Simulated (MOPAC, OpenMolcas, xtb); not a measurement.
## How methods differ on CH5OSi (SMILES [CH2][SiH2]O)

CH5OSi: 8 atoms, total charge 0, spin state doublet. As SMILES, `[CH2][SiH2]O`. The shape is that of a PBE0-D4/def2-TZVP optimisation. This is one conformer, not always the lowest.

| atom | x (Å) | y (Å) | z (Å) |
| --- | --- | --- | --- |
| C | -0.8615 | 0.5178 | -0.7914 |
| Si | 0.6540 | -0.0052 | 0.1111 |
| O | 0.3028 | -0.7244 | 1.5544 |
| H | -0.9708 | 0.4168 | -1.8670 |
| H | -1.7031 | 0.9915 | -0.2933 |
| H | 1.4956 | 1.1611 | 0.4806 |
| H | 1.4310 | -0.9123 | -0.7798 |
| H | -0.2558 | -1.5023 | 1.5294 |

Each level gives the dipole moment (D). The values are calculated.

```csv
level,kind,program,value (D),CPU time
PM7,semi-empirical,MOPAC,1.93,under 2 s
GFN2-xTB,semi-empirical,xtb,1.66,under 2 s
UHF/def2-SVPD,Hartree–Fock,OpenMolcas,1.89,26 s
USVWN5/def2-SVPD,LDA,OpenMolcas,1.63,64 s
U-revPBE/def2-SVPD,GGA,OpenMolcas,1.64,92 s
UBLYP/def2-SVPD,GGA,OpenMolcas,1.63,91 s
UM06-L/def2-SVPD,meta-GGA,OpenMolcas,1.67,1.8 min
UM06-2X/def2-SVPD,hybrid meta-GGA,OpenMolcas,1.74,1.9 min
```

The values span 1.63 to 1.93 D. Magnitudes only. Times are those of the runs behind each value, whatever else they computed, on shared processors of several kinds: orders of magnitude only.
